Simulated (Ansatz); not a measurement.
A made-up structure of AlH$_{3}$S$_{2}$, closed shell:

```
atom    x (Å)    y (Å)    z (Å)
 Al1  -0.6540   0.2544  -0.5871
  S2  -0.7221  -0.8831   1.3501
  S3   1.1825  -0.8811   0.5056
  H4  -1.0911  -0.5168  -1.8927
  H5   2.3777  -1.5113   0.3505
  H6   1.7151   0.2113   1.0965
```

It is relaxed with PBE-D4/def2-SVP and then PBE0-D4/def2-TZVP (Ansatz 0.2.0). Atoms count as bonded within 1.22 times the sum of their covalent radii (H–H: 0.88 Å). The end point is not checked to be a true minimum.

Problem. Does its bonding change? (Judge from chemistry; the calculation decides.)

Solution. Computed: Yes. Formed: S2–H6; broken: S2–S3, S3–H6.

Where it ends: The first stage lowers the energy by 5.79 eV in 29 steps. It ends as AlH₃S₂ ([SH][AlH][SH]):
Al1  (-0.069, -0.660, -0.512)
S2  (-0.836, 0.119, 1.376)
S3  (2.031, -1.177, -0.788)
H4  (-1.065, -0.855, -1.714)
H5  (2.393, -0.837, 0.460)
H6  (0.354, 0.083, 2.000)
(Å)

Labels in which every atom is bracketed show which atoms are joined, not bond orders.

For scale, one of the runs: PBE0-D4/def2-TZVP relaxation, 129 basis functions, launched by `ansatz run in.yaml --threads 2 --pin off --events-out ev --progress --plain --max-ram 4352MiB`. The run took about 12 s on 2 CPU threads of an Arm Neoverse V2 (shared host).
